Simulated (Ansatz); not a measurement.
The same path of CH5N (7 atoms, charge 0, multiplicity 1) was run twice with different band settings. Lost on the way: C1–H4. Made: N2–H4.

Computed with RKS CAM-B3LYP-D4/def2-mTZVP in Ansatz.

Relaxed end points:

```xyz
7
Properties=species:S:1:pos:R:3
C -0.477 -0.139 -0.283
N 0.803 0.391 0.173
H -0.986 -0.805 0.426
H -0.329 -0.690 -1.212
H -1.151 0.687 -0.507
H 1.452 -0.362 0.372
H 0.687 0.918 1.031
```

```xyz
7
Properties=species:S:1:pos:R:3
C -0.866 -0.442 -0.144
N 0.584 0.092 -0.058
H -1.143 -0.619 0.901
H 0.894 0.292 -1.005
H -1.445 0.423 -0.484
H 1.171 -0.668 0.272
H 0.804 0.922 0.518
```

Common settings: spring 5.0 eV/Å²; optimiser quadratic models (default); start path through a guess of the saddle point; force threshold 0.05 eV/Å; iteration limit 60; end points relaxed.

| run | movable images | climbing image |
| --- | --- | --- |
| 1 | 7 | yes |
| 2 | 6 | no |

**Question.** What does each run give, and how far can it be trusted?

**Answer.** Run 1: converged after 9 iterations, highest image 3.806 eV above the first end. Neighbouring images differ by up to 1.8 eV, so the band resolves the path poorly. A vibrational analysis at the climbing image gives one clearly imaginary mode, 1582i cm⁻¹: a first-order saddle point.
Run 2: converged after 7 iterations, highest image 3.734 eV above the first end. Neighbouring images differ by up to 1.6 eV, so the band resolves the path poorly. No image climbed, so the highest image needn't sit at the top of the path.
The orbitals stay closed-shell, which can raise the energy where a bond breaks towards radicals; this wasn't checked here.
